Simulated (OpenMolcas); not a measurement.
Exact exchange and the HOMO–LUMO gap of BCl

BCl has 2 atoms, charge 0, and is taken as a singlet. SMILES: `[B]Cl`. Geometry: relaxed at PBE0-D4/def2-TZVP.

The HOMO–LUMO gap y, in eV, basis def2-TZVPPD; a is the functional's share of exact exchange. Programs: OpenMolcas 26.06.

| functional | program | a | y (eV) |
| --- | --- | --- | --- |
| revPBE | OpenMolcas | 0 | 3.37 |
| TPSS | OpenMolcas | 0 | 3.65 |
| B3LYP | OpenMolcas | 0.2 | 5.12 |
| PBE0 | OpenMolcas | 0.25 | ? |
| BHLYP | OpenMolcas | 0.5 | 7.76 |

Task: Fit y = c + s·a to the known rows and predict PBE0.

Result: 
1. Means of the 4 rows: a = 0.1750, y = 4.975.
2. Σ(Δa)² = 0.1675, Σ(Δa·Δy) = 1.4215, so the slope is 1.4215/0.1675 = 8.4866.
3. Intercept: 4.975 − (8.4866) × 0.1750 = 3.490. The largest residual of the fit is 0.16.
4. PBE0: 3.490 + (8.4866) × 0.25 = 5.61 eV.

The run gave 5.54 eV, so the prediction is off by +0.07 eV, within the scatter of the fit. Exact exchange lowers occupied levels and raises empty ones. The rows mix families of semi-local functionals, which the line can't see.
